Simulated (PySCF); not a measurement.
# How methods differ on the ionisation energy of Ne

Ne [Ne] (1S) → Ne⁺ [He] 2s2 2p5 (2P), as a difference of total energies. Computed with PySCF 2.14 in def2-TZVP, with the non-relativistic Hamiltonian (point nucleus). Correlated levels: valence: 1s2 frozen. The calculations carry no spin-orbit coupling.

```tsv
method	ionisation energy (eV)	error (eV)
UHF	19.673	-1.924
TPSS	21.448	-0.149
M06-2X	21.480	-0.117
MP2 (valence)	21.534	-0.063
SCS-MP2 (valence)	21.388	-0.209
CCSD (valence)	21.274	-0.323
CCSD(T) (valence)	21.321	-0.276
```

Reference: 21.597 eV (measured; NIST levels, between the centres of gravity of the two terms).

Errors of the correlated levels include the incompleteness of this basis and the frozen core.
